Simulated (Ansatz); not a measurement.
Start from `[BH2][AlH][SiH3]` and change one atom or group to get `[CH3][AlH][SiH3]`.

Ansatz, PBE0-D4/def2-TZVP geometries, multiplicity 1. 

```
                             property  `[BH2][AlH][SiH3]`
HOMO–LUMO gap (B3LYP/def2-TZVPP) / eV                4.41
LUMO energy (ωB97M-V/def2-TZVPP) / eV               -0.50
  LUMO energy (B3LYP/def2-TZVPP) / eV               -2.59
   HOMO energy (PBE0/def2-TZVPP) / eV               -7.19
  HOMO energy (B3LYP/def2-TZVPP) / eV               -7.00
  HOMO–LUMO gap (PBE/def2-TZVPP) / eV                2.76
```

Give the same properties after the change, and the shifts. (Estimate.)

The calculation gave: 
| property | `[CH3][AlH][SiH3]` | shift |
| --- | --- | --- |
| HOMO–LUMO gap (B3LYP/def2-TZVPP) / eV | 5.23 | 0.82 |
| LUMO energy (ωB97M-V/def2-TZVPP) / eV | -0.12 | 0.38 |
| LUMO energy (B3LYP/def2-TZVPP) / eV | -1.93 | 0.66 |
| HOMO energy (PBE0/def2-TZVPP) / eV | -7.35 | -0.16 |
| HOMO energy (B3LYP/def2-TZVPP) / eV | -7.16 | -0.16 |
| HOMO–LUMO gap (PBE/def2-TZVPP) / eV | 3.77 | 1.01 |

With PBE0 the HOMO falls by 0.16 eV and the LUMO rises by 0.67 eV, so the gap widens by about 0.83 eV. PBE moves the HOMO by -0.12 eV and ωB97M-V by -0.18 eV.

B3LYP here is the variant with VWN-RPA as its local correlation; programs differ in this.
